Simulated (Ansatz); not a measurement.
C4H6OS (`CC1=CC(O)S1`). The species carries charge 0 and has multiplicity 1. Geometry: relaxed with PBE0-D4/def2-TZVP. It is one conformer, not always the lowest.

```xyz
12

C    -0.790    1.767   -0.618
C    -0.226    0.438   -0.315
C    -0.168   -0.325    0.782
C     0.435   -1.569    0.205
O     1.594   -2.080    0.739
S     0.550   -0.672   -1.460
H    -1.574    1.686   -1.376
H    -1.216    2.219    0.280
H    -0.021    2.434   -1.017
H    -0.520   -0.152    1.792
H    -0.263   -2.399    0.084
H     2.198   -1.348    0.903
```

(1) What is the dipole moment at B3LYP/def2-TZVPP? (An estimate is asked.)

(2) And with PBE, r2SCAN, ωB97M-V? (An estimate is asked.)

(3) Give the Mulliken charges with B3LYP, ωB97M-V, r2SCAN in def2-TZVPP. (An estimate is asked.)

## Answers

(1) Ansatz gave: 2.28 D, with components (-0.70, 1.88, 1.07) D in this frame, pointing from negative to positive charge.

(2) Ansatz gave: PBE 2.18 D, r2SCAN 2.29 D, ωB97M-V 2.32 D.

(3) The calculation gave: 
| atom | B3LYP | ωB97M-V | r2SCAN |
| --- | --- | --- | --- |
| C1 | -0.24 | -0.30 | -0.14 |
| C2 | 0.04 | 0.02 | 0.05 |
| C3 | -0.24 | -0.22 | -0.24 |
| C4 | 0.16 | 0.08 | 0.25 |
| O5 | -0.31 | -0.29 | -0.33 |
| S6 | -0.13 | -0.07 | -0.15 |
| H7 | 0.10 | 0.12 | 0.07 |
| H8 | 0.09 | 0.11 | 0.06 |
| H9 | 0.10 | 0.12 | 0.07 |
| H10 | 0.12 | 0.12 | 0.10 |
| H11 | 0.11 | 0.13 | 0.06 |
| H12 | 0.19 | 0.19 | 0.21 |

B3LYP here is the variant with VWN-RPA as its local correlation; programs differ in this.
